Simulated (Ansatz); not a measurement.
in.yaml

```yaml
crystal:
  periodic: [false, false, false]
  atoms:
    - {symbol: Cl, position_ang: [0.000000, 0.000000, 0.000000]}
    - {symbol: Mg, position_ang: [0.000000, 0.000000, 2.296700]}
basis:
  gaussian: {orbitals: cc-pVDZ}
magnetization: {spin_polarized: false, initial_magnetization: 1}
correlation: {method: ccsd_t, electrons: valence}
output: {forces: true}
```

```sh
$ ansatz run in.yaml --threads 1 --pin off --events-out ev --progress --plain --max-ram 2393MiB
```

Q: Roughly how long does this take on 1 thread of Arm Neoverse V1, shared host, and how much host memory?

A: 2.6 s wall and 0.12 GiB.

```
358 factors; integrals over basis functions are off by at most 6.3e-4 eV
mean field evaluation 1: about -17936.0852 eV, gradient 1.3e1 eV
mean field evaluation 2: about -17936.1179 eV, gradient 1.3e1 eV
mean field evaluation 4: about -17937.2196 eV, gradient 9.7e-1 eV
mean field evaluation 8: about -17937.2469 eV, gradient 2.0e-1 eV
mean field evaluation 16: about -17937.0022 eV, gradient 5.9e0 eV
mean field evaluation 32: about -17933.6977 eV, gradient 3.5e-2 eV
mean field evaluation 64: about -17932.8448 eV, gradient 5.0e-4 eV
mean field -17937.24727057 eV, -659.1816788906 hartree, gradient 1.2e-6 eV, S^2 0.750000; 0 other end points of the search recorded, 0 dependent functions left out
6 core orbitals not correlated: weight in the atoms' cores, before any rotation towards them, 1.000 or more for the frozen orbitals, at most 0.000 for the correlated occupied ones
reference -17937.24727057 eV, -659.1816788906 hartree; 9, 8 occupied and 21, 22 virtual orbitals, 358 factors
second order -4.10887882 eV of doubles, -0.00380747 eV of singles
cycle   1  -4.37959541 eV  change   -2.7e-1 eV  update   4.2e-2
cycle   2  -4.45711708 eV  change   -7.8e-2 eV  update   1.6e-2
cycle   3  -4.47584659 eV  change   -1.9e-2 eV  update   9.1e-3
cycle   4  -4.47340583 eV  change    2.4e-3 eV  update   3.2e-3
cycle   5  -4.47267435 eV  change    7.3e-4 eV  update   1.1e-3
cycle   6  -4.47284733 eV  change   -1.7e-4 eV  update   4.1e-4
cycle   7  -4.47295979 eV  change   -1.1e-4 eV  update   1.6e-4
cycle   8  -4.47297705 eV  change   -1.7e-5 eV  update   4.8e-5
cycle   9  -4.47297302 eV  change    4.0e-6 eV  update   1.7e-5
cycle  10  -4.47297343 eV  change   -4.1e-7 eV  update   5.1e-6
cycle  11  -4.47297392 eV  change   -4.9e-7 eV  update   1.7e-6
perturbative correction -0.08518017 eV, -0.0031303134 hartree
the calculation of the forces begins
Total energy: -17941.80542466 eV, -659.3491879637 hartree
Atom 0 at     0.000000     0.000000     0.000000 Å, force    -0.000000    -0.000000     0.663380 eV/Å
Atom 1 at     0.000000     0.000000     2.296700 Å, force     0.000000    -0.000000    -0.663380 eV/Å
Dipole moment:     0.000000    -0.000000     0.746892 e Å
```

Forces (eV/Å):
```
Cl   0.000  0.000  0.663
Mg   0.000  0.000 -0.663
```
